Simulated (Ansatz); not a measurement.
# C2H6N2: a ladder of functionals and wavefunction methods

How much do the methods differ for C2H6N2? The plan is to run it at one geometry with functionals of several rungs and with coupled cluster, and see how far each lands from CCSD(T) at the basis-set limit for the atomisation energy.

Method: functionals in def2-TZVPP, the program's frozen cores in correlated methods; program: Ansatz 0.2.0, Gaussian basis.

The runs, in order: LDA (SPW92), PBE-D4, revPBE-D4, BLYP-D4, r2SCAN-D4, B97M-V, PBE0-D4, B3LYP-D4, r2SCANh-D4, r2SCAN0-D4, HSE06-D4, BHLYP-D4, CAM-B3LYP-D4, LC-ωPBE, ωB97X-V, ωB97M-V, B2PLYP, PBE-QIDH; CCSD(T)/def2-SVP; CCSD(T)/def2-TZVPP; MP2/def2-QZVPP; extrapolation to the limit; RPA on PBE.

## 1. The geometry

All runs share one geometry, relaxed beforehand with PBE0-D4 in a triple-zeta def2 set.

SMILES `C=C(N)N`, 10 atoms, charge 0, spin multiplicity 1.

Atoms are counted from 1 here; the program's logs count them from 0.

Bond lengths: C1–C2 1.340 Å, C1–H5 1.081 Å, C1–H6 1.081 Å, C2–N3 1.391 Å, C2–N4 1.391 Å, N3–H7 1.010 Å, N3–H8 1.008 Å, N4–H9 1.010 Å, N4–H10 1.008 Å. Angles: C2–C1–H5 121.0°, C2–C1–H6 121.0°, H5–C1–H6 118.1°, C1–C2–N3 124.4°, C1–C2–N4 124.4°, N3–C2–N4 111.3°, C2–N3–H7 113.1°, C2–N3–H8 113.5°, H7–N3–H8 111.8°, C2–N4–H9 113.1°, C2–N4–H10 113.4°, H9–N4–H10 111.8°.

## 2. LDA

This LDA is Slater exchange with PW92 correlation.

The input, in.yaml:

```yaml
crystal:
  periodic: [false, false, false]
  atoms:
    - {symbol: C, position_ang: [-1.234642, 0.309993, -0.399367]}
    - {symbol: C, position_ang: [0.005245, -0.004326, -0.000714]}
    - {symbol: N, position_ang: [0.747084, -1.066634, -0.506563]}
    - {symbol: N, position_ang: [0.716736, 0.689526, 0.972465]}
    - {symbol: H, position_ang: [-1.795198, -0.350254, -1.046623]}
    - {symbol: H, position_ang: [-1.703989, 1.231346, -0.083262]}
    - {symbol: H, position_ang: [1.197957, -1.613752, 0.213455]}
    - {symbol: H, position_ang: [0.230510, -1.646933, -1.148025]}
    - {symbol: H, position_ang: [1.672245, 0.880157, 0.704658]}
    - {symbol: H, position_ang: [0.247151, 1.519777, 1.296877]}
basis:
  gaussian: {orbitals: def2-TZVPP}
hamiltonian: {xc: lda}
output: {orbitals: {seedname: orbitals}}
```

The run is started by

```bash
ansatz run in.yaml --threads 2 --pin off --events-out ev --progress --plain --max-ram 4352MiB
```

The runs that follow: PBE-D4 (GGA); revPBE-D4 (GGA); BLYP-D4 (GGA); r2SCAN-D4 (meta-GGA); B97M-V (meta-GGA); B3LYP-D4 (hybrid); r2SCANh-D4 (hybrid); r2SCAN0-D4 (hybrid); HSE06-D4 (hybrid); BHLYP-D4 (hybrid); CAM-B3LYP-D4 (range-separated); LC-ωPBE (range-separated); ωB97X-V (range-separated); ωB97M-V (range-separated); B2PLYP (double hybrid); PBE-QIDH (double hybrid); CCSD(T) in def2-SVP; CCSD(T) in def2-TZVPP; MP2 in def2-QZVPP; RPA on PBE orbitals.

Before running them: what should the planned runs give, taken together? Wanted: atomisation energy, CCSD(T)/CBS; farthest beyond LDA; mean size of error, GGA; mean size of error, meta-GGA; mean size of error, hybrid; mean size of error, range-separated; mean size of error, double hybrid; gap, smallest and largest; T1 diagnostic.

The runs gave:

| quantity | value |
| --- | --- |
| atomisation energy, CCSD(T)/CBS | 3816.5 kJ/mol |
| functionals within 19.1 kJ/mol (0.5 %) | r2SCAN-D4, B97M-V, LC-ωPBE |
| farthest beyond LDA | PBE-D4 (+134.9 kJ/mol) |
| mean size of error, GGA | 71.6 kJ/mol |
| mean size of error, meta-GGA | 6.3 kJ/mol |
| mean size of error, hybrid | 52.6 kJ/mol |
| mean size of error, range-separated | 25.0 kJ/mol |
| mean size of error, double hybrid | 23.2 kJ/mol |
| gap, smallest and largest | 4.54 eV (BLYP-D4), 11.46 eV (LC-ωPBE) |
| T1 diagnostic | 0.0114 |
| triples share of the correlation energy | 4.0 % |

**Reading.** LDA overbinds by 629.3 kJ/mol (16 %). PBE-D4 misses by +134.9 kJ/mol. Double hybrids carry the basis error of their MP2 part in triple zeta, and no dispersion term here, so their miss is partly the set-up's. By mean error the best rung here is meta-GGA (6.3 kJ/mol) and the worst beyond LDA is GGA (71.6 kJ/mol). The reference freezes the cores and leaves out relativity and excitations past (T), so misses under about 19.1 kJ/mol can't be ranked. Hartree-Fock recovers 69 % of the binding; the rest is correlation. CCSD(T) in def2-SVP is off by -229.0 kJ/mol, more than most functionals: a good method in a small basis is no reference. Orbital gaps span 4.5 to 11.5 eV; exact exchange widens them.
